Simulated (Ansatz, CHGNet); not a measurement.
Elastic constant C44 (GPa) of 22 elemental solids other than molecular ones, computed with the machine-learned potential CHGNet-r²SCAN (trained on r²SCAN data) and with r²SCAN (Ansatz, a first-principles code, plane waves, PAW). The set holds measured phases with no doubt noted on the run or the magnetic state but for the caveats below. 4 more of the class have both values but aren't in it, for one of these reasons: built or high-temperature cells, doubts on the run or the magnetic state, unlike cells, values of zero, layered or molecular crystals. Solids without a value at one level (not run, failed, or a magnetic order lost), or held back for tests, aren't counted.

All rows, in order of the shift (worked out from unrounded values):

| solid | CHGNet-r²SCAN | r²SCAN | shift (%) |
|---|---|---|---|
| fcc Sr | 8.51 | 8.93 | +4.9 |
| bcc K | 2.49 | 2.68 | +7.5 |
| fcc Cu | 59.3 | 93.7 | +58 |
| bcc Na | 4.05 | 6.49 | +60 |
| hcp Sc | 12.7 | 23.6 | +86 |
| fcc Ag | 23.7 | 45.7 | +93 |
| fcc Ca | 8.93 | 17.4 | +94 |
| hcp Tl | 3.68 | 7.18 | +95 |
| bcc Li | 5.58 | 11.3 | +103 |
| diamond | 282 | 587 | +108 |
| fcc Al | 18.2 | 40.4 | +122 |
| hcp Mg | 7.48 | 22.2 | +197 |
| diamond-structure Si | 23.0 | 81.4 | +253 |
| hcp Zr | 8.09 | 34.4 | +326 |
| hcp Be | 40.5 | 178 | +339 |
| hcp Ti | 11.7 | 51.7 | +342 |
| hcp Os | 50.2 | 276 | +450 |
| fcc Ir | 48.4 | 277 | +473 |
| hcp Y | 2.84 | 23.3 | +719 |
| diamond-structure Ge | 6.89 | 67.3 | +878 |
| fcc Pb | 1.67 | 17.1 | +922 |
| hcp Cd | 0.92 | 16.6 | +1696 |

The shift from CHGNet-r²SCAN to r²SCAN has a median of +159 %, and eight in ten lie between +58 % and +862 %; r²SCAN is the larger in 22 of 22. Each level is at its own cell, so the shift holds the change of volume too.

Ansatz's runs of these crystals have no spin polarisation. Meta-GGA and hybrid levels favour moments, which can bear on hcp Sc, hcp Ti, hcp Y.

Spin–orbit coupling is left out, also for the solids with elements from indium on (hcp Os, hcp Tl, fcc Ir, fcc Pb); its size isn't shown.

Each level is taken at its own relaxed cell. Ansatz's density-functional and Hartree–Fock values are scalar-relativistic unless marked +SOC, with PAW data made under PBE.
